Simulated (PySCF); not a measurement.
# HCN (SMILES C#N) at 6 levels

Aim: a comparison of 6 runs (HF/STO-3G, HF/pcseg-2, B3LYP/6-31G*, PBE0/def2-SVP, BLYP/6-311+G**, B2PLYP/cc-pVTZ) of HCN. The job is set up through a Python script.

Program for the calculation: PySCF 2.14.0.

### Step 1. The system as given

HCN: 3 atoms, total charge 0, spin state singlet. SMILES: `C#N`. Geometry: relaxed at PBE0-D4/def2-TZVP.

Bond lengths: C1–N2 1.146 Å, C1–H3 1.069 Å. Angles: N2–C1–H3 180.0°.

### Step 2. Energy and gradient at HF/STO-3G (run 1)

run.py reads:

```python
from pyscf import gto, scf

mol = gto.M(
    atom='''
C   -0.005600  -0.024400  -0.005600
N    0.252000   1.061000   0.255200
H   -0.246400  -1.036600  -0.249500
''',
    spin=0,
    max_memory=1860,
    verbose=4,
    basis='sto-3g',
)

mf = scf.RHF(mol)
mf.conv_tol = 1e-10
mf.kernel()
if not mf.converged:
    mf = mf.newton().run(mf.mo_coeff, mf.mo_occ)

etot = mf.e_tot
print('E(%s) = %.9f' % ('HF', etot))
grad = mf.nuc_grad_method().kernel()
mf.analyze()
```

Started as:

```sh
$ OMP_NUM_THREADS=1 python run.py
```

Log:

```text
PySCF version 2.14.0

[INPUT] num. atoms = 3
[INPUT] num. electrons = 14
[INPUT] charge = 0
[INPUT] spin (= nelec alpha-beta = 2S) = 0
[INPUT] symmetry False subgroup None
[INPUT] Mole.unit = angstrom
[INPUT] Symbol           X                Y                Z      unit          X                Y                Z       unit  Magmom
[INPUT]  1 C     -0.005600000000  -0.024400000000  -0.005600000000 AA   -0.010582466298  -0.046109317439  -0.010582466298 Bohr   0.0
[INPUT]  2 N      0.252000000000   1.061000000000   0.255200000000 AA    0.476210983390   2.004999418164   0.482258106989 Bohr   0.0
[INPUT]  3 H     -0.246400000000  -1.036600000000  -0.249500000000 AA   -0.465628517093  -1.958890100724  -0.471486668079 Bohr   0.0

[... 55 lines left out ...]
Nuclear Repulsion Energy =              24.044168585401561
[... 2 lines left out ...]
Two-electron Coulomb Energy =           68.248603436759609
[... 4 lines left out ...]
MO #2   energy= -11.0812507807578  occ= 2
[... 2 lines left out ...]
MO #5   energy= -0.493630804941797 occ= 2
[... 2 lines left out ...]
MO #8   energy= 0.352802782607417  occ= 0
[... 2 lines left out ...]
MO #11  energy= 1.32564690018343   occ= 0
[... 17 lines left out ...]
Dipole moment(X, Y, Z, Debye): -0.55284, -2.32699, -0.55982
```

Run time: 3.6 s. Hardware: 1 thread of Intel Xeon at 2.50GHz (Skylake/Cascade Lake), shared host; peak memory 0.12 GiB.

### Step 3. Energy and gradient at HF/pcseg-2 (run 2)

input.py reads:

```python
import pyscf.grad
from pyscf import gto, scf

mol = gto.M(
    atom='''
C     -0.010582    -0.046109    -0.010582
N      0.476211     2.004999     0.482258
H     -0.465629    -1.958890    -0.471487
''',
    unit='bohr',
    verbose=4,
    spin=0,
    max_memory=1860,
    basis='pcseg-2',
)

myscf = scf.RHF(mol)
myscf.conv_tol = 1e-10
myscf.kernel()
if not myscf.converged:
    myscf = myscf.newton().run(myscf.mo_coeff, myscf.mo_occ)

energy = myscf.e_tot
print('E(%s) = %.9f' % ('HF', energy))
grad = myscf.Gradients().kernel()
myscf.analyze()
```

Started as:

```sh
$ OMP_NUM_THREADS=1 python input.py
```

Log:

```text
PySCF version 2.14.0

[INPUT] num. atoms = 3
[INPUT] num. electrons = 14
[INPUT] charge = 0
[INPUT] spin (= nelec alpha-beta = 2S) = 0
[INPUT] symmetry False subgroup None
[INPUT] Mole.unit = bohr
[INPUT] Symbol           X                Y                Z      unit          X                Y                Z       unit  Magmom
[INPUT]  1 C     -0.005599753246  -0.024399832018  -0.005599753246 AA   -0.010582000000  -0.046109000000  -0.010582000000 Bohr   0.0
[INPUT]  2 N      0.252000008789   1.060999778717   0.255199943384 AA    0.476211000000   2.004999000000   0.482258000000 Bohr   0.0
[INPUT]  3 H     -0.246400255543  -1.036599946699  -0.249500175645 AA   -0.465629000000  -1.958890000000  -0.471487000000 Bohr   0.0

[... 44 lines left out ...]
converged SCF energy = -92.9067721524451
[... 22 lines left out ...]
MO #4   energy= -0.810480082322654 occ= 2
[... 9 lines left out ...]
MO #14  energy= 0.337926637578967  occ= 0
[... 9 lines left out ...]
MO #24  energy= 1.07188293099327   occ= 0
[... 9 lines left out ...]
MO #34  energy= 2.06756564465423   occ= 0
[... 9 lines left out ...]
MO #44  energy= 3.5473774975548    occ= 0
[... 9 lines left out ...]
MO #54  energy= 4.17891130132003   occ= 0
[... 9 lines left out ...]
MO #64  energy= 5.38411715462674   occ= 0
[... 9 lines left out ...]
MO #74  energy= 9.06331795637355   occ= 0
[... 80 lines left out ...]
Dipole moment(X, Y, Z, Debye): -0.74309, -3.12785, -0.75247
```

Run time: 8.7 s. Hardware: 1 thread of Intel Xeon at 2.50GHz (Skylake/Cascade Lake), shared host; peak memory 0.15 GiB.

Run 3 isn't shown in full; the table further down has it.

### Step 4. Energy and forces at PBE0/def2-SVP (run 4)

mol.xyz reads:

```xyz
3

C     -0.005600    -0.024400    -0.005600
N      0.252000     1.061000     0.255200
H     -0.246400    -1.036600    -0.249500
```

run.py reads:

```python
from pyscf import gto, dft

system = gto.Mole()
system.atom = 'mol.xyz'
system.verbose = 4
system.charge = 0
system.basis = 'def2-svp'
system.max_memory = 1860
system.spin = 0
system.build()

calc0 = dft.RKS(system, xc='pbe0')
calc0.conv_tol = 1e-10
calc0.grids.level = 5
calc0.kernel()
if not calc0.converged:
    calc0 = calc0.newton().run(calc0.mo_coeff, calc0.mo_occ)

etot = calc0.e_tot
print('E = %.10f Eh' % etot)
grad = calc0.nuc_grad_method().kernel()
calc0.analyze()
```

Started as:

```sh
$ OMP_NUM_THREADS=1 python run.py
```

Log:

```text
PySCF version 2.14.0

[INPUT] num. atoms = 3
[INPUT] num. electrons = 14
[INPUT] charge = 0
[INPUT] spin (= nelec alpha-beta = 2S) = 0
[INPUT] symmetry False subgroup None
[INPUT] Mole.unit = angstrom
[INPUT] Symbol           X                Y                Z      unit          X                Y                Z       unit  Magmom
[INPUT]  1 C     -0.005600000000  -0.024400000000  -0.005600000000 AA   -0.010582466298  -0.046109317439  -0.010582466298 Bohr   0.0
[INPUT]  2 N      0.252000000000   1.061000000000   0.255200000000 AA    0.476210983390   2.004999418164   0.482258106989 Bohr   0.0
[INPUT]  3 H     -0.246400000000  -1.036600000000  -0.249500000000 AA   -0.465628517093  -1.958890100724  -0.471486668079 Bohr   0.0

[... 71 lines left out ...]
Two-electron Energy =                   55.672378206143705
[... 6 lines left out ...]
MO #3   energy= -0.942333634507648 occ= 2
[... 4 lines left out ...]
MO #8   energy= 0.0258139903515983 occ= 0
[... 4 lines left out ...]
MO #13  energy= 0.484589912916705  occ= 0
[... 4 lines left out ...]
MO #18  energy= 0.826998526260055  occ= 0
[... 4 lines left out ...]
MO #23  energy= 1.60344687691234   occ= 0
[... 4 lines left out ...]
MO #28  energy= 2.26093370312342   occ= 0
[... 4 lines left out ...]
MO #33  energy= 3.69411302011442   occ= 0
[... 39 lines left out ...]
Dipole moment(X, Y, Z, Debye): -0.64944, -2.73349, -0.65764
```

Run time: 8.2 s. Hardware: 1 thread of Intel Xeon at 2.50GHz (Skylake/Cascade Lake), shared host; peak memory 0.38 GiB.

Run 5 isn't shown in full; the table further down has it.

### Step 5. A single-point energy at B2PLYP/cc-pVTZ (run 6)

mol.xyz, as its differences from that of step 4:

```diff
@@ -1,3 +1,3 @@
 3
-
+CHN
 C     -0.005600    -0.024400    -0.005600
```

input.py reads:

```python
from pyscf import gto, dft, mp

mol = gto.Mole()
mol.atom = 'mol.xyz'
mol.charge = 0
mol.max_memory = 1860
mol.verbose = 3
mol.basis = 'cc-pvtz'
mol.build()

mf = dft.RKS(mol)
mf.xc = '0.53*HF + 0.47*B88, 0.73*LYP'
mf.grids.level = 5
mf.conv_tol = 1e-10
mf.kernel()
if not mf.converged:
    mf = mf.newton().run(mf.mo_coeff, mf.mo_occ)

pt = mp.MP2(mf, frozen=2).run()
e_final = mf.e_tot + 0.27 * pt.e_corr
print('PT2 part  %.8f' % (0.27 * pt.e_corr))
print('E = %.10f Eh' % e_final)
mf.analyze()
```

Started as:

```sh
$ OMP_NUM_THREADS=1 python input.py
```

Log:

```text
converged SCF energy = -93.274429523522
[... 6 lines left out ...]
MO #2   energy= -10.6728302790326  occ= 2
[... 8 lines left out ...]
MO #11  energy= 0.167963778259129  occ= 0
[... 8 lines left out ...]
MO #20  energy= 0.702738810286869  occ= 0
[... 8 lines left out ...]
MO #29  energy= 1.47713700562625   occ= 0
[... 8 lines left out ...]
MO #38  energy= 2.75080756412235   occ= 0
[... 8 lines left out ...]
MO #47  energy= 3.21997747983996   occ= 0
[... 8 lines left out ...]
MO #56  energy= 4.12964437788305   occ= 0
[... 8 lines left out ...]
MO #65  energy= 4.85085392802513   occ= 0
[... 8 lines left out ...]
MO #74  energy= 14.9299957706071   occ= 0
[... 4 lines left out ...]
Dipole moment(X, Y, Z, Debye): -0.69819, -2.93882, -0.70700
```

Wall time 12 s (1 thread of Intel Xeon at 2.50GHz (Skylake/Cascade Lake), shared host); peak memory 0.34 GiB.

### Step 6. Overview of the runs

```csv
run,level,integration grid,task,energy (Eh),dipole moment (D),HOMO energy (eV),LUMO energy (eV),wall time
1,HF/STO-3G,–,gradient,-91.675038,2.46,-12.13,9.60,3.6 s
2,HF/pcseg-2,–,gradient,-92.906772,3.30,-13.59,2.56,8.7 s
3,B3LYP/6-31G* (spherical functions),5,gradient,-93.419577,2.90,-9.83,0.68,11 s
4,PBE0/def2-SVP,5,gradient,-93.236583,2.89,-10.36,0.70,8.2 s
5,BLYP/6-311+G**,5,gradient,-93.433766,2.98,-8.95,-0.92,11 s
6,B2PLYP/cc-pVTZ,5,energy,-93.389866,3.10,-11.56,1.99,12 s
```

### Step 7. Summary of results

| quantity | value |
| --- | --- |
| run 6: total energy | -93.38987 Eh |
| run 6: dipole moment (SCF part) | 3.10 D |
| run 6: HOMO energy (SCF part's orbitals) | -11.56 eV |
| run 6: LUMO energy (SCF part's orbitals) | 1.99 eV |
| run 6: HOMO–LUMO gap (SCF part's orbitals) | 13.55 eV |

In words: The dipole moment (its size) runs from 2.46 D (HF/STO-3G) to 3.30 D (HF/pcseg-2). The HOMO–LUMO gap runs from 8.03 eV (BLYP/6-311+G**) to 21.73 eV (HF/STO-3G). The two ends differ in method and basis. Totals of different functionals can't be ranked against each other. In run 1 the basis is minimal, so the values are rough. All runs together took 54 s, the longest 12 s.
